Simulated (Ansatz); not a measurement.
## Cost against result

Saddle point of AlH5SO, closed shell (AlH₃S ([AlH2][SH]) + H₂O → AlH₃O ([OH][AlH2]) + H₂S (still joined by a long Al–S bond); bonds formed: S2–H5; dative contacts that become bonds: Al1–O6; bonds broken: H5–O6; bonds weakened to dative contacts: Al1–S2), PBE0-D4/def2-TZVP structure:

```
atom    x (Å)    y (Å)    z (Å)
 Al1  -0.8413  -0.2495  -0.3191
  S2   0.8571   1.5030  -0.4301
  H3  -0.7853  -1.0943  -1.6552
  H4  -2.1624   0.3785   0.2935
  H5   0.9364   0.3650   0.5946
  O6   0.3195  -0.8194   0.9604
  H7   1.6182   0.8451  -1.3208
  H8   0.0577  -0.9286   1.8769
```

Barriers are electronic and count from the start structure reached by relaxing down the imaginary mode.

Computed with Ansatz 0.2.0 (basis: as named in each row); correlated methods freeze the cores. B3LYP uses VWN-RPA correlation. Extrapolation: Hartree–Fock as exp(−7.88 √X), correlation as X^−2.97.

Times are rough, for one single point on 2 threads of a shared host (Arm Neoverse V2).

The estimate by CCSD(T) at an estimated basis limit (MP2 extrapolated from triple and quadruple zeta, plus CCSD(T) − MP2 in triple zeta) is 61.1 kJ/mol.

| method | basis | time (s) | barrier (kJ/mol) | method less estimate |
| --- | --- | --- | --- | --- |
| HF | STO-3G | under 1 | 95.7 | 34.6 |
| PBE-D4 | STO-3G | under 1 | -17.0 | -78.0 |
| SPW92 | def2-SVP | under 1 | 24.0 | -37.0 |
| B3LYP-D4 | 6-31G | under 1 | 66.6 | 5.5 |
| PBE-D4 | def2-SVP | under 1 | 36.4 | -24.7 |
| PBE0-D4 | def2-SVP | 1 | 51.5 | -9.6 |
| SPW92 | def2-TZVPP | 1 | 26.6 | -34.5 |
| CCSD(T) | def2-SVP | 1 | 63.4 | 2.3 |
| PBE-D4 | def2-TZVPP | 2 | 38.4 | -22.7 |
| BLYP-D4 | def2-TZVPP | 2 | 40.7 | -20.3 |
| BHLYP-D4 | def2-TZVPP | 2 | 66.7 | 5.7 |
| PBE0-D4 | def2-TZVPP | 3 | 51.7 | -9.3 |
| B3LYP-D4 | def2-TZVPP | 3 | 51.2 | -9.9 |
| CAM-B3LYP-D4 | def2-TZVPP | 3 | 54.3 | -6.8 |
| r2SCAN-D4 | def2-TZVPP | 4 | 44.6 | -16.5 |
| RPA on PBE | def2-TZVPP | 4 | 55.2 | -5.9 |
| B2PLYP | def2-TZVPP | 5 | 54.7 | -6.3 |
| PBE-QIDH | def2-TZVPP | 5 | 59.0 | -2.0 |
| wB97M-V | def2-SVP | 6 | 58.4 | -2.6 |
| r2SCAN0-D4 | def2-TZVPP | 6 | 55.0 | -6.0 |
| wB97X-V | def2-TZVPP | 8 | 58.6 | -2.5 |
| B97M-V | def2-TZVPP | 9 | 58.1 | -3.0 |
| wB97M-V | def2-TZVPP | 9 | 59.7 | -1.3 |
| MP2 | def2-QZVPP | 15 | 55.4 | -5.6 |
| CCSD(T) | def2-TZVPP | 35 | 60.6 | -0.5 |

All methods are single points on the PBE0-D4 structures; a negative value means that the method puts the saddle structure below the start.

T1 diagnostic: at most 0.012.

Labels in which every atom is bracketed show which atoms are joined, not bond orders.
